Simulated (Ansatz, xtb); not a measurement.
Two isomers of C3H4N2

Structure I is `C=C(N)C#N`, a singlet and structure II is `N#C/C=C/N`, a singlet. Both are isolated molecules in the gas phase, relaxed with PBE-D3(BJ)/def2-SVP; the shapes shown needn't be the lowest conformers.

I (Å):

```xyz
9

C    -1.9647    0.0517   -1.0197
C    -1.5824   -1.2411   -1.2168
C    -2.4465   -2.1231   -1.9667
N    -0.4352   -1.8446   -0.7131
N    -3.1284   -2.8468   -2.5899
H    -2.9316    0.4074   -1.3934
H    -1.3229    0.7513   -0.4639
H     0.2885   -1.2072   -0.3773
H    -0.0680   -2.6370   -1.2411
```

II (Å):

```xyz
9

C    -3.4488   -1.8717   -1.1393
C    -2.0617   -1.8269   -1.4297
C    -1.2747   -0.7711   -1.0497
N    -4.6025   -1.9229   -0.9076
N     0.0640   -0.6519   -1.2568
H    -1.6307   -2.6828   -1.9761
H    -1.7332    0.0710   -0.5060
H     0.5442    0.2189   -1.0477
H     0.5690   -1.3399   -1.8137
```

Estimate E(II) − E(I) at the level CCSD(T)/def2-SVP + ΔMP2/def2-TZVPP.

Calculated at CCSD(T)/def2-SVP + ΔMP2/def2-TZVPP: E(II) − E(I) = −3.9 kcal/mol, so structure II lies lower.

The same difference at several levels:

```csv
level,geometry,E(II) − E(I) (kcal/mol),departure from the last row (kcal/mol),"job, with rough time for the two"
GFN2-xTB,GFN2-xTB,−5.7,−1.8,"optimisation, 0.12 s"
HF/STO-3G,GFN2-xTB,−5.3,−1.4,"single point, 0.24 s"
r2SCAN-D4/def2-SVP,GFN2-xTB,−7.5,−3.6,"single point, 2.9 s"
PBE-D3(BJ)/def2-SVP,PBE-D3(BJ)/def2-SVP,−7.4,−3.6,"optimisation, 18 s"
HF/def2-SVP,PBE-D3(BJ)/def2-SVP,−7.5,−3.7,part of the CCSD(T) run
MP2/def2-SVP,PBE-D3(BJ)/def2-SVP,−4.8,−1.0,part of the CCSD(T) run
CCSD(T)/def2-SVP,PBE-D3(BJ)/def2-SVP,−4.4,−0.6,single point
CCSD(T)/def2-SVP + ΔMP2/def2-TZVPP,PBE-D3(BJ)/def2-SVP,−3.9,,"single point, 19 s"
```

As drawn, both hold the same kinds of bond in the same numbers.

The levels shown agree on the order. The largest departure from CCSD(T)/def2-SVP + ΔMP2/def2-TZVPP is that of HF/def2-SVP, 3.7 kcal/mol. The last row adds to CCSD(T) the change of the MP2 difference between the two basis sets, here +0.6 kcal/mol.

With harmonic frequencies from PBE-D3(BJ)/def2-SVP (ideal gas, rigid rotor, one conformer each, 298.15 K, 1 atm): on the last row, ΔE + ΔZPE = −3.8, ΔH = −3.5, ΔG = −4.0 kcal/mol.

The correlated steps freeze 5 core orbitals. Mirror images aren't counted in ΔG. Codes used: Ansatz 0.2.0, xtb 6.7.1; the last row on 2 threads of Arm Neoverse V1 on a shared host.
